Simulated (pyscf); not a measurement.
F–B(F)–F (SMILES FB(F)F) + H₂C=CH₂ (SMILES C=C) → HF (SMILES F) + H₂C=CH–B(F)–F (SMILES C=CB(F)F) (four-centre exchange; singlet surface; B–F, C–H broken, F–H, B–C formed). Optimised with ωB97X-D3(BJ)/def2-SVP in PySCF. Energies in kcal/mol from the separated reactants.

```json
[
 {"level": "ωB97X-D3(BJ)/def2-TZVP", "barrier": "[?]", "reaction energy": "+27.7"},
 {"level": "PBE/def2-TZVP", "barrier": "[?]", "reaction energy": "[?]"},
 {"level": "r²SCAN/def2-TZVP", "barrier": "46.2", "reaction energy": "+29.4"},
 {"level": "B3LYP-D3(BJ)/def2-TZVP", "barrier": "51.7", "reaction energy": "+28.8"},
 {"level": "PBE0-D3(BJ)/def2-TZVP", "barrier": "46.8", "reaction energy": "+27.4"},
 {"level": "HF/def2-TZVP", "barrier": "74.5", "reaction energy": "+33.0"}
]
```

Q: Fill in the missing entries.

A: 
- ωB97X-D3(BJ)/def2-TZVP, barrier: 50.7
- PBE/def2-TZVP, barrier: 43.7
- PBE/def2-TZVP, reaction energy: +27.6

The functionals in the table span 8.0 kcal/mol in this barrier, from PBE to B3LYP-D3(BJ). The same reactants have a lower exit, to F–CH₂–CH₂–B(F)–F (barrier +32.6 kcal/mol at ωB97M-D3(BJ), against +51.1 kcal/mol here). This is the saddle that the search found; another between the same sides may lie lower.
